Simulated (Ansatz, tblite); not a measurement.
# The cluster Li₂Sn−: one state, many levels

Aim: run the doublet of the cluster Li₂Sn− at one geometry on many levels, and compare frontier levels, spin and run time.

Method: as each input shows; program: Ansatz 0.2.0, Gaussian basis.

The runs, in order: GFN1-xTB, GFN2-xTB, PBE-D4/def2-TZVPD, r2SCAN-D4/def2-TZVPD, LDA/def2-TZVPD, HF/def2-TZVPD, LC-ωPBE/def2-TZVPD, CAM-B3LYP-D4/def2-TZVPD, ωB97M-V/def2-TZVPD, PBE+5HF/def2-TZVPD, PBE+10HF/def2-TZVPD, PBE+15HF/def2-TZVPD, PBE+35HF/def2-TZVPD, PBE+50HF/def2-TZVPD, PBE-D4/def2-SVPD, PBE0-D4/def2-SVPD, CCSD(T)/def2-TZVPPD, MP2/def2-TZVPD, RPA/def2-TZVPD.

3 further runs of the same task are left out: 3 set aside as unsound or not needed. Runs told in other sessions of the task aren't counted.

### 1 The relaxed structure

The geometry is that of the doublet, from an earlier relaxation (r2SCAN-D4/def2-TZVPD). At that level it is the lowest of the isomers that a small search found.

3 atoms, charge -1, spin multiplicity 2.

Bond lengths: Li1–Sn3 2.712 Å, Li2–Sn3 2.712 Å. Angles: Li1–Sn3–Li2 74.3°.

Geometry (Å):

```xyz
3

Li   -1.3394    1.1630   -0.2284
Li    1.4986    0.0602    0.9743
Sn   -0.1592   -1.2231   -0.7459
```

Sn takes a core potential in the def2 sets. No spin-orbit coupling is included. The ion is computed in the gas phase, without counter-ions or solvent.

PBE0-D4/def2-TZVPD was run before; its log isn't repeated, and its numbers join the tables.

### 2 GFN1-xTB

Tight binding, by tblite at 300 K electronic temperature and without a spin-polarisation term:

```python
tblite.interface.Calculator('GFN1-xTB', numbers, positions, charge=-1, uhf=1).singlepoint()
```

Energy -93.4883 eV; 0.002 s.

### 3 GFN2-xTB

Tight binding, by tblite at 300 K electronic temperature and without a spin-polarisation term:

```python
tblite.interface.Calculator('GFN2-xTB', numbers, positions, charge=-1, uhf=1).singlepoint()
```

Energy -73.6314 eV; 0.002 s.

### 4 PBE-D4/def2-TZVPD

start.molden holds the orbitals of an earlier run on this state, given as this run's starting guess.

Input file in.yaml:

```yaml
crystal:
  periodic: [false, false, false]
  atoms:
    - {symbol: Li, position_ang: [-1.339398, 1.162951, -0.228416]}
    - {symbol: Li, position_ang: [1.498606, 0.060182, 0.974338]}
    - {symbol: Sn, position_ang: [-0.159208, -1.223133, -0.745912]}
basis:
  gaussian: {orbitals: def2-TZVPD, initial_orbitals: start.molden}
total_charge: -1
magnetization: {spin_polarized: true, initial_magnetization: 1}
hamiltonian: {xc: pbe, dispersion: d4}
scf: {omitted_lower_state_checks: [starts]}
output: {orbitals: {seedname: orbitals}}
```

Run with:

```
$ ansatz run in.yaml --threads 4 --pin off --events-out ev --progress --plain --max-ram 3916MiB
```

After this run come: r2SCAN-D4/def2-TZVPD; LDA/def2-TZVPD; HF/def2-TZVPD; LC-ωPBE/def2-TZVPD; CAM-B3LYP-D4/def2-TZVPD; ωB97M-V/def2-TZVPD; PBE+5HF/def2-TZVPD; PBE+10HF/def2-TZVPD; PBE+15HF/def2-TZVPD; PBE+35HF/def2-TZVPD; PBE+50HF/def2-TZVPD; PBE-D4/def2-SVPD; PBE0-D4/def2-SVPD; CCSD(T)/def2-TZVPPD; MP2/def2-TZVPD; RPA/def2-TZVPD.

Before running them: what should the planned runs give, taken together? Wanted: gap in def2-TZVPD, named functionals and Hartree-Fock, smallest and largest; gap over the share of exact exchange; correlation energy, CCSD(T)/def2-TZVPPD; correlation energy, MP2/def2-TZVPD; ⟨S²⟩ in def2-TZVPD, named functionals and Hartree-Fock, smallest and largest; PBE0 total energy, smallest basis above largest.

The runs gave:

```
                                                                    quantity                             value
 gap in def2-TZVPD, named functionals and Hartree-Fock, smallest and largest  0.54 eV (LDA), 4.24 eV (LC-ωPBE)
                                        gap over the share of exact exchange      0.62 eV at 0, 1.00 eV at 0.1
                                     correlation energy, CCSD(T)/def2-TZVPPD                         -10.74 eV
                                          correlation energy, MP2/def2-TZVPD                          -9.84 eV
⟨S²⟩ in def2-TZVPD, named functionals and Hartree-Fock, smallest and largest                      0.802, 2.390
                             PBE0 total energy, smallest basis above largest   0.48 eV (def2-SVPD, def2-TZVPD)
```

Orbital gaps of the named functionals and Hartree-Fock in def2-TZVPD span 0.54 eV (LDA) to 4.24 eV (LC-ωPBE); exact exchange widens it. Raising the share of exact exchange from 0 to 0.1 moves the HOMO by -0.18 eV and the LUMO by +0.20 eV. Over the named functionals and Hartree-Fock in def2-TZVPD spin contamination reaches 1.64 (HF), so some levels may describe another state. LDA, PBE-D4, r2SCAN-D4, PBE0-D4 put the HOMO above zero; others here keep it below zero, so the sign hangs on the functional's self-interaction and doesn't show that the species is unbound. Notes on CCSD(T)/def2-TZVPPD: large T1 diagnostic, spin contamination.
